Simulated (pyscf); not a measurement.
`[OH][B]([Cl])[Cl]` + `[SiH4]` → `[OH][BH][Cl]` + `[SiH3][Cl]`, a four-centre exchange (singlet surface; B–Cl, H–Si broken, B–H, Cl–Si formed). PySCF, gas phase, ωB97X-D3(BJ)/def2-SVP geometries. Energies in kJ/mol from the separated reactants.

AM1 to PM7: differences of heats of formation from MOPAC, which are fitted to 298 K values and so differ in kind from electronic energies by zero-point and thermal terms. 

Question: Quick PM3 single points give ΔE‡ = 67.1 kJ/mol and ΔE = -31.9 kJ/mol. What does ωB97M-D3(BJ)/def2-TZVP give, and how far is the quick result from it?

Answer: ωB97M-D3(BJ)/def2-TZVP gives ΔE‡ = 129.1 kJ/mol and ΔE = -17.3 kJ/mol. PM3 lies 62.1 kJ/mol under it in the barrier and 14.6 kJ/mol under it in the reaction energy, so on this step it does not hold to within 12.6 kJ/mol. ωB97M-D3(BJ)/def2-TZVP has limits of its own. The same reactants have a lower exit, to HO–SiH₃ + Cl–BH–Cl (barrier +92.6 kJ/mol at ωB97M-D3(BJ)/def2-TZVP, against +129.1 kJ/mol here). One saddle was located; it need not be the lowest between these sides.
